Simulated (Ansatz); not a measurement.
Born–Oppenheimer molecular dynamics of CH4 + O2S (8 atoms, charge 0, multiplicity 1). It starts from a relaxed structure.

The calculation used RKS PBE-D4/6-31G (Ansatz).

```
ensemble        : NVT, Nosé–Hoover chain
time step       : 2 fs
steps asked     : 40
set temperature : 400 K
thermostat      : time constant 100 fs, chain length 3 (defaults)
seed            : 622313
```

First frame:

```xyz
8
Properties=species:S:1:pos:R:3
C 0.091 0.057 -1.494
H 0.348 1.086 -1.198
H 0.586 -0.660 -0.821
H 0.431 -0.117 -2.525
H -1.001 -0.080 -1.446
O -0.836 0.575 3.519
S -0.264 0.248 2.025
O 0.645 -1.109 1.940
```

(1) What does the run give?

(2) What happens to the structure?

(3) How do temperature and energy run in time?

Results:

(1) All steps were run.

```yaml
steps_done: 40
time_covered: 80 fs
mean_temperature_over_the_second_half: 220 K
spread_of_the_potential_energy_over_the_second_half: 8.0 meV per atom
mean_potential_energy_of_the_second_half_above_the_start: 24.7 meV per atom
```

The conserved energy wandered by up to 7.9 meV per atom (net 1.7 meV per atom), which is poor conservation. The mean temperature of the second half is 45 % below the set value. A step of 2 fs is long for free X–H stretches (periods near 10 fs) and can bias their spread and the temperature. A run of 0.08 ps of so small a system gives no equilibrium averages. Limits of this set-up: no polarisation functions.

(2) The same pairs are bonded in the first frame and the last. Pairs count as bonded within 1.25 times the sum of covalent radii (0.12 Å more for H–H). This is one draw of velocities; another would differ in detail.

(3) 
```csv
time (fs),T (K),potential energy less start (eV),conserved less start (meV/atom)
0,400,0.000,0.00
4,255,0.134,2.64
8,144,0.253,6.73
12,202,0.199,5.66
16,229,0.150,2.02
20,245,0.128,0.69
24,244,0.144,2.42
28,101,0.290,6.69
32,123,0.265,5.38
36,318,0.083,1.33
40,296,0.100,0.94
44,171,0.220,3.55
48,196,0.226,6.24
52,185,0.227,4.86
56,221,0.175,1.57
60,304,0.110,0.89
64,195,0.223,3.98
68,76,0.351,7.94
72,220,0.220,4.97
76,336,0.105,1.14
80,271,0.167,1.71
```

Time of the run: 85 s on 1 thread of Arm Neoverse N1, on a shared host, peak memory 0.082 GiB.
